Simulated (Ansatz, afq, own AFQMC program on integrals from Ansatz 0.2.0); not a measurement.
Two steps: Ansatz 0.2.0 writes the Fock matrix and Cholesky factors of the valence space, and afq projects on them the lowest state that overlaps trial and start.

```yaml
crystal:
  periodic: [false, false, false]
  atoms:
    - {symbol: Ge, position_ang: [0.000000, 0.000000, 0.784674]}
    - {symbol: Al, position_ang: [0.000000, 0.000000, -1.878421]}
    - {symbol: H, position_ang: [-1.125990, -0.000002, -0.523581]}
    - {symbol: H, position_ang: [1.125990, 0.000002, -0.523581]}
    - {symbol: H, position_ang: [0.000002, -1.402706, -2.609571]}
    - {symbol: H, position_ang: [-0.000002, 1.402706, -2.609571]}
basis:
  gaussian: {orbitals: 6-31G}
total_charge: 1
magnetization: {spin_polarized: true, initial_magnetization: 2}
correlation: {method: ccsd_t, electrons: outside_noble_gas, hamiltonian_folder: ham}
```

```sh
$ ansatz run in.yaml --threads 1 --pin off --events-out ev --progress --plain --max-ram 24576MiB --backend cuda --devices 0, --max-vram 18GiB
```

Options of the walk:

```
--method free --trial hf --walkers 200 --time-step 0.02 --max-blocks 30 --target-error 0.00076 --factor-cut 0.001 --seed 3804 --times 0.0,0.5,1.0,2.0,3.0,4.0 --taylor-order 4
```

Times are imaginary, in 1/Eh. The walk had a cap of 60 s. Filled inner d shells are frozen with the cores.

afq prints:

```
orbitals 31  electrons 6 4  factors 150 of 516
reference energy -2318.83158091 Eh
CCSD correlation -0.10613832 Eh in 13 cycles, weight of the determinant in the CISD state 0.9016
repeat  energy at the last time / Eh  error
    10  -2318.940655  0.002005
    20  -2318.941947  0.001508
    30  -2318.940885  0.001139
time / (1/Eh)  energy / Eh  error  mean overlap
  0.00  -2318.937242  0.000790  1.0000
  0.50  -2318.938359  0.000720  0.9989
  1.00  -2318.938239  0.000577  1.0093
  2.00  -2318.940429  0.000824  1.0071
  3.00  -2318.939751  0.001266  1.0243
  4.00  -2318.940885  0.001139  1.0113
energy -2318.940885 +/- 0.001139 Eh
```

The run passed its tests (error under three times the target), which doesn't prove that it has relaxed.

Against this walk (error 31.0 meV) on the same determinant: CCSD(T) 19.4 meV higher (within the noise), the released energy of a separate walk with a CISD trial 9.6 ± 31.0 meV lower (within the noise). The error is statistical, and a free projection of finite length keeps a remainder of its start.

Cautions: remainder of the start not in the error; error above the target (31.0 against 20.7 meV); no relativity below Rb; no spin-orbit coupling; inner d shell frozen; lower spins were not checked; the coarse factor cut changes the integrals a little.

The walk took 7.1 s on 1 × NVIDIA H100 80GB HBM3 with 2 threads of AMD EPYC 7R13 Processor (Zen 3) (shared host) (the card was shared). The log's last line is the free-projection energy.

A walk keeps the symmetry of its determinant, which the program's search chose and which needn't be the lowest solution, so a lower state of the same spin and another symmetry isn't excluded.
